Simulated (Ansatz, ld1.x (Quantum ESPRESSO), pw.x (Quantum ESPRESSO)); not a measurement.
## pw.x on sc W: one setting changed

Potential: norm-conserving Troullier–Martins (Kleinman–Bylander form), ld1.x (Quantum ESPRESSO) 7.5, LDA (PW92); core [Xe] 4f14, reference 5d4 6s1.5 6p0.5; waves: 6p (bound): rc 2.65 bohr; 5d (bound): rc 2.20 bohr; 5f channel at 0.25 Ry: rc 2.65 bohr; 6s (bound): rc 2.80 bohr; local part: the s channel; core correction: a·sin(br)/r model core inside 1.30 bohr.

The reference run (k-mesh 13³, cutoffs 50/200 Ry, Fermi–Dirac 0.01 Ry, mixing_beta 0.4, conv_thr 1e-9, no spin) gives -1.83 GPa at 17.539 Å³/atom, where all-electron LAPW gives -2.36 GPa. This run, with its own iteration cap, changes degauss to 0, a wrong or extreme entry chosen on purpose.

```
&control
  calculation='scf', prefix='x', pseudo_dir='./', outdir='./tmp', tstress=.true., disk_io='none'
/
&system
  ibrav=0, nat=1, ntyp=1, ecutwfc=50, ecutrho=200, nbnd=10,
  occupations='smearing', smearing='fd', degauss=0
/
&electrons
  conv_thr=1e-09, mixing_beta=0.4, electron_maxstep=70
/
ATOMIC_SPECIES
W 1.0 W.UPF
CELL_PARAMETERS angstrom
  2.59817426 0.00000000 0.00000000
  0.00000000 2.59817426 0.00000000
  0.00000000 0.00000000 2.59817426
ATOMIC_POSITIONS crystal
W 0.0000 0.0000 0.0000
K_POINTS automatic
13 13 13 0 0 0
```

```bash
pw.x < W.scf.in > W.scf.out
```

Question: How does the run end?

Answer: It stops with "set_occupations: smearing requires a value for gaussian broadening (degauss)".

```
Error in routine  set_occupations (1):
      smearing requires a value for gaussian broadening (degauss)
```
